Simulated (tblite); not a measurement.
Species: C₄H₉NS (charge -1 and doublet state).
Geometry (GFN2-xTB, Å), atoms numbered from 1 in this order:
```xyz
15
C4H9NS angstrom
C      2.2807   -0.0006    0.1498
C      0.8233   -0.3630   -0.1162
N     -0.0158    0.8365   -0.1189
C     -1.4006    0.6321   -0.4180
C     -2.1544   -0.1966    0.5769
S     -1.9309    0.6850   -2.0494
H      2.8903   -0.8987    0.2515
H      2.3533    0.5828    1.0659
H      2.6775    0.5966   -0.6702
H      0.4575   -1.0148    0.6848
H      0.7491   -0.9251   -1.0659
H      0.3434    1.4725   -0.8295
H     -3.2251   -0.0551    0.4249
H     -1.8965    0.1097    1.5963
H     -1.9562   -1.2805    0.4960
```

Calculated harmonic vibrations of the isolated species, GFN2-xTB (tblite), most abundant isotopes, no scaling. This tight-binding method is rough: wavenumbers can miss measured ones by several per cent, in bad cases by 10 to 20. One conformer, not necessarily the lowest. Open shells enter through the occupations alone, without spin polarisation, and single modes of such species can be off by tens of per cent.

Harmonic wavenumbers (cm⁻¹): 66.3, 74.8, 148.0, 177.6, 217.7, 276.9, 314.8, 361.9, 464.2, 706.1, 815.9, 839.2, 917.2, 953.6, 1007.7, 1057.8, 1082.0, 1108.4, 1156.2, 1204.6, 1249.7, 1320.3, 1381.3, 1392.5, 1396.5, 1488.1, 1499.0, 1500.1, 1510.2, 1515.9, 2751.4, 2777.7, 2915.1, 2932.9, 2986.3, 2987.2, 3009.3, 3021.1, 3319.1.

A = 4997, B = 1568, C = 1301 MHz; mass 103.046 u (most abundant isotopes); point group C1, symmetry number 1; spin multiplicity 2.

Question: Zero-point energy?

Answer: ½Σν̃ = 26952 cm⁻¹ = 77.06 kcal/mol.

Question: What is S at 273.15 K and 1 bar for an ideal gas of classical rigid rotors and harmonic oscillators?

Answer: Translation 39.40, rotation 27.59, vibration 19.74, spin (R ln 2) 1.38: S = 88.1 cal/(mol K).

Question: And Cp and H(273.15 K) − H(0)?

Answer: Cp = 27.67 cal/(mol K), of which vibrations give 19.72 (their classical limit is 39 R = 77.5); H(273.15 K) − H(0) = 5.04 kcal/mol without the zero-point energy, 2.87 from vibrations.

Question: How do the functions run with temperature in this model?

Answer: 
```
 T (K)  S (cal/(mol K))  Cp (cal/(mol K))  H − H(0) (kcal/mol)  G − H(0) (kcal/mol)  ln q(vib)
    50             56.9              11.9                 0.47                -2.38       0.31
   100             66.6              16.6                 1.18                -5.48       1.19
298.15             90.6              29.4                 5.75               -21.26       5.14
373.15             97.7              34.6                 8.15               -28.33       6.55
   500            109.0              42.7                13.06               -41.45       8.90
   750            128.8              54.8                25.36               -71.25      13.36
  1000            145.8              63.0                40.15              -105.62      17.56
```

q(vib) and H(0) count from the zero-point level.

Question: Blend soft modes into free rotors: weight 1/[1 + (100 cm⁻¹/ν̃)⁴] for the oscillator and the rest for a rotor with moment μB/(μ + B), μ = h/(8π²ν), B = 10⁻⁴⁴ kg m². What vibrational entropy results?

Answer: 18.37 cal/(mol K) in place of 19.74, which changes −T·S at 273.15 K by +0.37 kcal/mol.

Question: Which modes carry the vibrational entropy at 273.15 K?

Answer: 66.3 cm⁻¹: 4.09; 74.8 cm⁻¹: 3.85; 148.0 cm⁻¹: 2.53; 177.6 cm⁻¹: 2.19; 217.7 cm⁻¹: 1.82; 276.9 cm⁻¹: 1.40 cal/(mol K); the other 33 give 3.85 together.

Hindered rotation and anharmonicity are outside this model. Other conformers, if any are populated, would add a mixing term that is left out. The structure is chiral; the term R ln 2 for an equal mix with its mirror image is left out.
